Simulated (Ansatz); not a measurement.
Species: C3H6Cl, charge 0, multiplicity 2. SMILES: ClC[CH]C
Geometry from a B3LYP-D3(BJ)/def2-TZVP (Ansatz, a program for electronic structure) optimisation:
```
C
H 1 1.0835
C 1 1.4524 2 117.79
H 3 1.0847 1 114.16 2 -29.37
H 3 1.0866 4 111.08 1 130.32
C 1 1.4826 2 118.74 3 165.49
H 6 1.0912 1 111.73 2 37.76
H 6 1.0926 7 108.82 1 -123.75
H 6 1.0993 7 106.93 8 -114.92
Cl 3 1.8926 4 103.42 5 109.80
```
Charge 0, spin multiplicity 2.

Property: size of the dipole moment, in D. Terms: LANL2DZ with its own core potentials from Na on; 6-311+G** with 5d, 6d on Na to Ar in Ansatz; open shells spin-unrestricted; no spin-orbit coupling; six Cartesian d functions in 6-31G* and its kin unless marked 5d; dispersion terms only where a functional's name holds one; non-relativistic. First-principles rows: single points at B3LYP-D3(BJ) geometries (Ansatz).

```tsv
level	program	size of the dipole moment (D)
B3LYP/STO-3G	Ansatz	2.48
B3LYP/3-21G	Ansatz	2.70
B3LYP/LANL2DZ	Ansatz	2.56
B3LYP/6-31G	Ansatz	2.73
B3LYP/6-31G*	Ansatz	2.57
B3LYP/6-31+G*	Ansatz	2.56
B3LYP/6-31G**	Ansatz	2.56
B3LYP/def2-SVP	Ansatz	2.11
B3LYP/cc-pVDZ	Ansatz	2.35
B3LYP/6-311+G**	Ansatz	2.49
```

No value to compare with is used here. The 10 habitual levels span 2.11 (B3LYP/def2-SVP) to 2.73 D (B3LYP/6-31G).

The sets are all those run for this method; runs whose electronic state is in doubt are left out.
